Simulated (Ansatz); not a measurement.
**NO+ (triplet): the correlation ladder, def2-QZVPP**

The task here is to estimate one member of a computed series from the others.

Method: def2-QZVPP, core rule «outside noble gas», up to 2 orbitals frozen; program: Ansatz 0.2.0, Gaussian basis.

Plan: UHF; ROHF; CCSD(T) on UHF.

2 further runs of the same task are left out: 2 set aside as unsound or not needed.

## The geometry

The geometry is a PBE0/def2-TZVP stationary point (not a proven minimum).

2 atoms, charge 1, spin multiplicity 3.

Atoms are counted from 1 here; the program's logs count them from 0.

Bond lengths: N1–O2 1.268 Å.

Set-up of the first run:

File in.yaml:

```yaml
crystal:
  periodic: [false, false, false]
  atoms:
    - {symbol: N, position_ang: [0.000000, 0.000000, 0.000000]}
    - {symbol: O, position_ang: [0.000000, 0.000000, 1.267900]}
basis:
  gaussian: {orbitals: "def2-QZVPP.json"}
total_charge: 1
magnetization: {spin_polarized: true, initial_magnetization: 2}
hamiltonian: {xc: hf}
output: {orbitals: {seedname: orbitals}}
```

Run with:

```console
> ansatz run in.yaml --threads 1 --pin off --events-out ev --progress --plain --max-ram 2393MiB
```

Steps of the session up to this table: UHF; ROHF; CCSD(T) on UHF.

One table of the session follows, with a row left open; its other results are not shown here.

| method | from UCCSD(T) (meV) |
| --- | --- |
| ROHF | +10744.8 |
| UHF | ? |
| UMP2 | +1350.5 |
| UCCSD | +533.0 |
| UCCSD(T) | 0 |

**Question.** Estimate the row for UHF.

As computed: from UCCSD(T) (meV): +10429.8. In the column «from UCCSD(T) (meV)» it lies between UMP2 (+1350.5) and ROHF (+10744.8).

The program flags UCCSD(T) as in doubt (see the logs), so the zero of the table is itself unsure.

Caveats from the session: The program flags UCCSD(T) as in doubt, so the zero of the table is itself unsure.
